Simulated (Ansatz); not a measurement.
Relaxation of HS2Si (4 atoms, charge -1, multiplicity 1), to a largest force component of 0.02 eV/Å in at most 50 steps.

All numbers below come from RKS BHLYP/STO-3G in Ansatz 0.2.0.

```xyz
4
Properties=species:S:1:pos:R:3
S -1.829 -0.812 0.059
Si 0.004 0.028 -0.039
S 1.809 -0.566 0.643
H 3.161 -0.491 0.906
```

**Question.** Where does it end, and by what steps?

**Answer.** It converged. Limits of this set-up: minimal basis, an anion without diffuse functions, the dipole of an ion depends on the origin. After 8 steps the energy has fallen by 3.204 eV; H4 moved furthest, 0.57 Å.

```json
{"step": "0", "energy less start (eV)": "0.0000", "largest force component (eV/Å)": "5.857", "accepted": "yes"}
{"step": "1", "energy less start (eV)": "-1.3555", "largest force component (eV/Å)": "2.521", "accepted": "yes"}
{"step": "2", "energy less start (eV)": "-2.2900", "largest force component (eV/Å)": "1.224", "accepted": "yes"}
{"step": "3", "energy less start (eV)": "-2.6248", "largest force component (eV/Å)": "1.582", "accepted": "yes"}
{"step": "4", "energy less start (eV)": "-2.9132", "largest force component (eV/Å)": "3.066", "accepted": "yes"}
{"step": "5", "energy less start (eV)": "-3.1478", "largest force component (eV/Å)": "0.813", "accepted": "yes"}
{"step": "6", "energy less start (eV)": "-3.1956", "largest force component (eV/Å)": "0.354", "accepted": "yes"}
{"step": "7", "energy less start (eV)": "-3.2039", "largest force component (eV/Å)": "0.076", "accepted": "yes"}
{"step": "8", "energy less start (eV)": "-3.2041", "largest force component (eV/Å)": "0.019", "accepted": "yes"}
```

```xyz
4
Properties=species:S:1:pos:R:3
S -1.477 -0.833 0.133
Si 0.155 0.236 -0.102
S 1.722 -1.045 0.879
H 2.745 -0.198 0.659
```

Whether the end is a true minimum wasn't checked by a vibrational analysis.

Time of the run: 6.5 s on 1 thread of Arm Neoverse V2, with other jobs on the host, peak memory 0.094 GiB.
